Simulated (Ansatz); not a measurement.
Results of r²SCAN+rVV10 (plane waves, PAW; Ansatz, a program for electronic structure) for α-quartz (SiO2).

Numerical settings: plane-wave cutoff 560 eV, 12×12×6 k mesh (along the axes of the cell as run), Fermi–Dirac smearing 0.01 eV, scalar-relativistic PAW data made under PBE.

The volume scan:

```json
[
 {"V (Å³/atom)": "11.775", "E − E_lowest (meV/atom)": "2.86"},
 {"V (Å³/atom)": "12.020", "E − E_lowest (meV/atom)": "0.68"},
 {"V (Å³/atom)": "12.266", "E − E_lowest (meV/atom)": "0.00"},
 {"V (Å³/atom)": "12.511", "E − E_lowest (meV/atom)": "0.63"},
 {"V (Å³/atom)": "12.756", "E − E_lowest (meV/atom)": "2.40"}
]
```

**Question.** What bulk modulus B0 and pressure derivative B′ does a third-order Birch–Murnaghan fit give?

**Answer.** V0 = 12.265 Å³/atom, B0 = 42.7 GPa, B′ = 5.7 (fit to the energies at full precision).

Shape and atoms are relaxed at each volume.

Measured, for comparison: bulk modulus 37.1 ± 0.09 GPa (room temperature, not corrected to a static lattice, equation of state from high-pressure X-ray diffraction; as tabulated in Angel, Allan, Miletich, Finger, J. Appl. Cryst. 30, 461 (1997)). Computed (rounded) less measured: bulk modulus +15 %.

Note: the bulk modulus comes from volumes at which shape and atoms were relaxed.

Cost on a shared machine: about 50 core-minutes (a rough figure).
